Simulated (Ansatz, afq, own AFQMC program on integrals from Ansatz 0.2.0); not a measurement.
Two steps: Ansatz 0.2.0 writes the Fock matrix and Cholesky factors of the valence space, and afq projects on them the lowest state that overlaps trial and start.

```yaml
crystal:
  periodic: [false, false, false]
  atoms:
    - {symbol: Cr, position_ang: [-0.629859, 0.004766, 0.003759]}
    - {symbol: C, position_ang: [2.077857, -0.015724, -0.012400]}
    - {symbol: H, position_ang: [2.567206, -1.376149, -0.008706]}
    - {symbol: H, position_ang: [2.589601, 0.664546, 1.156181]}
    - {symbol: H, position_ang: [2.575491, 0.653089, -1.193621]}
basis:
  gaussian: {orbitals: def2-SVP}
magnetization: {spin_polarized: false, initial_magnetization: 5}
correlation: {method: ccsd_t, electrons: outside_noble_gas, hamiltonian_folder: ham}
```

```sh
$ ansatz run in.yaml --threads 1 --pin off --events-out ev --progress --plain --max-ram 24576MiB --backend cuda --devices 0, --max-vram 18GiB
```

Options of the walk:

```
--method phaseless --trial cisd --walkers 4000 --populations 20 --least-time 60 --time-step 0.005 --steps-per-block 50 --equilibration-blocks 40 --max-blocks 4000 --target-error 0.00043 --factor-cut 1e-05 --start spin_pure --seed 558 --release-times 0.24,0.6,1.2,1.8,2.6 --release-step 0.04 --release-every 3 --taylor-order 6
```

Times are imaginary, in 1/Eh. The walk had a cap of 232 s. With eight or more populations the least sampling time is a fifth of least-time, and the error comes from their spread.

Log:

```
orbitals 50  electrons 9 4  factors 412 of 664
reference energy -1082.57486693 Eh
CCSD correlation -0.26863828 Eh in 19 cycles, weight of the determinant in the CISD state 0.7812
energy of the start -1082.843500 Eh
 block  time / (1/Eh)  mean weight  energy / Eh
     1     0.250  1.0001  -1082.839275
     2     0.500  0.9998  -1082.841524
     3     0.750  0.9998  -1082.844408
     4     1.000  0.9998  -1082.846348
     5     1.250  1.0001  -1082.847365
    10     2.500  0.9998  -1082.853428
    15     3.750  1.0002  -1082.852030
    19     4.750  0.9999  -1082.854523
    29     7.250  1.0000  -1082.854608
    39     9.750  1.0002  -1082.854470
    45    11.250  0.9993  -1082.857515
    49    12.250  0.9998  -1082.854044
    59    14.750  0.9999  -1082.853973
    69    17.250  1.0001  -1082.855255
    79    19.750  1.0001  -1082.854203
    89    22.250  0.9998  -1082.854186
error from the spread of 20 populations
released: time / (1/Eh)  energy / Eh  error  mean overlap
  0.24  -1082.854572  0.000271  0.9968
  0.60  -1082.854889  0.000373  0.9910
  1.20  -1083.072697  0.216936  0.9857
  1.80  -1082.856825  0.000358  0.9782
  2.60  -1082.857618  0.000942  0.9727
energy -1082.854061 +/- 0.000362 Eh
(rows thinned)
```

The run passed its tests (sampling time, drift between the halves within three errors, error under three times the target), which doesn't prove that it has relaxed.

Against this walk (error 9.9 meV) on the same determinant: CCSD(T) 9.9 meV lower (within the noise), CCSDT(Q) 63.5 meV lower. The error is statistical and leaves out the bias of the constraint. The released energies have errors that jump between times, so the bars are unsure (meV from the phaseless value at times in 1/Eh: -14 ± 7 at 0.24, -23 ± 10 at 0.60, -5949 ± 5903 at 1.20, -75 ± 10 at 1.80, -97 ± 26 at 2.60), so they give no level; they do show a bias of the constraint, and the last of them that isn't too noisy lies 12 meV below CCSDT(Q). CCSDT(Q) is the surest value here, so the walk's 63 meV above it is most likely the bias of the constraint with this trial, which can have either sign.

Cautions: constraint bias not in the error; no relativity below Rb; outer-core shells of the metal frozen; lower spins were not checked; higher spins were not checked; a spin-contaminated unrestricted determinant lies lower (UHF 350 meV lower, ⟨S²⟩ 9.32); strong correlation (T1 0.065, weight of the determinant 0.78, largest double 0.07).

The walk took 2.5 min on 1 × NVIDIA H100 80GB HBM3 with 2 threads of AMD EPYC 7R13 Processor (Zen 3) (shared host) (the card was shared). The log's last line is the phaseless energy.

CCSDT and higher add their correlation energy to the determinant of the CCSD(T) run, since their own runs factorise the integrals more tightly (a shift of under 2 meV). A walk keeps the symmetry of its determinant, which the program's search chose and which needn't be the lowest solution, so a lower state of the same spin and another symmetry isn't excluded.
